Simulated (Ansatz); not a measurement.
# BSiH2 (quartet): the correlation ladder at distance Si1–B2 = 4.336 Å, 6-31G

How much of the correlation energy of BSiH2 (quartet) does each wave-function method recover here?

Computed with Ansatz 0.2.0, Gaussian basis. Level: 6-31G, core rule «outside noble gas», up to 6 orbitals frozen.

The runs, in order: UHF; CCSD(T) on ROHF; CCSD(T) on UHF; BCCD(T) on ROHF; CISD; CCSDT(Q) on ROHF; CCSDT(Q) on UHF; CCSDTQ on ROHF; CCSDTQ on UHF; CASSCF and MRCISD+Q, 5 electrons in 5 orbitals; CASSCF and NEVPT2, 5 electrons in 5 orbitals; CASSCF and MRCISD+Q, 9 electrons in 10 orbitals; CASSCF and NEVPT2, 9 electrons in 10 orbitals; Full CI.

## Step 1: The system

The geometry derives from a PBE0/def2-TZVP stationary point (not a proven minimum). One bond is set to the value named and the two fragments are kept rigid.

4 atoms, charge 0, spin multiplicity 4.

Atoms are counted from 1 here; the program's logs count them from 0.

Bond lengths: B2–H3 1.191 Å, B2–H4 1.191 Å. Angles: H3–B2–H4 129.2°.

As a file:

```xyz
4

Si    0.0000    0.0000    1.3846
B     0.0000    0.0000   -2.9514
H     0.0000   -1.0760   -3.4624
H     0.0000    1.0760   -3.4624
```

## Step 2: UHF

in.yaml

```yaml
crystal:
  periodic: [false, false, false]
  atoms:
    - {symbol: Si, position_ang: [0.000000, 0.000000, 1.384607]}
    - {symbol: B, position_ang: [0.000000, 0.000000, -2.951393]}
    - {symbol: H, position_ang: [0.000000, -1.075954, -3.462444]}
    - {symbol: H, position_ang: [0.000000, 1.075954, -3.462444]}
basis:
  gaussian: {orbitals: 6-31G}
magnetization: {spin_polarized: true, initial_magnetization: 3}
hamiltonian: {xc: hf}
output: {orbitals: {seedname: orbitals}}
```

The run is started by

```bash
> ansatz run in.yaml --threads 1 --pin off --events-out ev --progress --plain --max-ram 4096MiB --backend cpu
```

After this run come: CCSD(T) on ROHF; CCSD(T) on UHF; BCCD(T) on ROHF; CISD; CCSDT(Q) on ROHF; CCSDT(Q) on UHF; CCSDTQ on ROHF; CCSDTQ on UHF; CASSCF and MRCISD+Q, 5 electrons in 5 orbitals; CASSCF and NEVPT2, 5 electrons in 5 orbitals; CASSCF and MRCISD+Q, 9 electrons in 10 orbitals; CASSCF and NEVPT2, 9 electrons in 10 orbitals; Full CI.

**Question.** What will the summary of the whole plan be? Wanted: FCI from the RHF energy; RMP2 from FCI; UMP2 from FCI; RCCSD from FCI; RCCSD(T) from FCI; UCCSD(T) from FCI; RCCSDT(Q) from FCI; UCCSDT(Q) from FCI; NEVPT2 valence from FCI.

As calculated:

| quantity | value |
| --- | --- |
| FCI from the ROHF energy | -2.1406 eV |
| RMP2 from FCI | +665.0 meV |
| UMP2 from FCI | +661.2 meV |
| RCCSD from FCI | +30.1 meV |
| RCCSD(T) from FCI | +9.7 meV |
| UCCSD(T) from FCI | +9.6 meV |
| RCCSDT(Q) from FCI | +0.1 meV |
| UCCSDT(Q) from FCI | -0.1 meV |
| NEVPT2 valence from FCI | +279.5 meV |
| MRCISD+Q valence from FCI | +4.2 meV |
| levels within 1 kcal/mol (43 meV) | RCCSD, UCCSD, RCCSD(T), UCCSD(T), BCCD(T), RCCSDT, UCCSDT, RCCSDT(Q), UCCSDT(Q), RCCSDTQ, UCCSDTQ, MRCISD valence, MRCISD+Q valence |
| T1 diagnostic | 0.009 |
| effectively unpaired electrons | 3.03 |

What this shows: RCCSD(T) misses by +9.7 meV, 0.5 % of the correlation energy. One determinant dominates. Of the multireference levels listed MRCISD+Q valence comes nearest in total energy (+4.2 meV), which doesn't show that its space is the better one. These misses are within one basis, not against nature; the frozen cores of restricted and unrestricted runs differ, which can shift their rows.

Levels on UHF freeze UHF's core orbitals, full CI those of ROHF, so the U rows can settle a little off it for that reason alone.

With open shells the CI space here admits some triples and quadruples, so it is larger than plain CISD.
